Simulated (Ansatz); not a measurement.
System: rock-salt HfC. Method: LDA (Ansatz, a quantum-chemistry and plane-wave program, PAW).

Settings: plane-wave cutoff 520 eV, 16×16×16 k mesh, Fermi–Dirac smearing 0.1 eV, perturbation theory, scalar-relativistic PAW data made under PBE.

Computed at the level's own relaxed cell.

```
HfC
1.0
    0.00000     2.28631     2.28631
    2.28631     0.00000     2.28631
    2.28631     2.28631     0.00000
Hf C
1 1
Direct
  0.00000   0.00000   0.00000
  0.50000   0.50000   0.50000
```

Harmonic phonon frequencies (cm⁻¹; i marks an imaginary mode):

| q point | frequencies |
|---|---|
| Γ | ? |
| X | 158 158 202 516 516 594 |
| U | 157 192 197 546 593 625 |

What belongs in the gaps?


- Γ, frequencies: 0 0 0 463 463 463

No imaginary mode appears at these points.
